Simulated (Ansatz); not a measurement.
A run of Ansatz (development build ahead of 0.2.0) on doublet BSi at this shape:

```tsv
atom	x (Å)	y (Å)	z (Å)
B	0.0000	0.0000	0.0000
Si	0.0000	0.0000	4.2900
```

Its results:

| Item | Value |
| --- | --- |
| Converged | yes |
| Total energy | -313.84636 hartree |
| Spin squared of the determinant | 1.730 |
| Stability test | minimum |

Problem. Which input gives this output? Name the method, the orbitals and the basis set, and write the input.

Solution. PBE (unrestricted) in pcseg-2.

```yaml
crystal:
  periodic: [false, false, false]
  atoms:
    - { symbol: B, position_ang: [0.0, 0.0, 0.0] }
    - { symbol: Si, position_ang: [0.0, 0.0, 4.29] }
basis:
  gaussian: { orbitals: pcseg-2 }
magnetization:
  spin_polarized: true
  initial_magnetization: 1
hamiltonian:
  xc: pbe
```

Caution: charge can spread falsely over distant fragments; the unrestricted determinant is a mixture of spin states.
